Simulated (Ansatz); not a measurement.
Harmonic frequencies (cm⁻¹) at PBE0-D4/def2-TZVP from Ansatz: 118, 244, 430, 478, 585, 916, 1113, 1136, 1140, 1176, 1270, 1343, 1399, 1458, 1488, 3071, 3088, 3135.

Each molecule was computed in one conformer, which needn't be the lowest.

**Question.** Which molecule is it?
A. `FCC(F)F`
B. `CC(F)(F)F`
C. `FCCF`
D. `F[C@@H]1O[C@H]1F`

**Answer.** A.
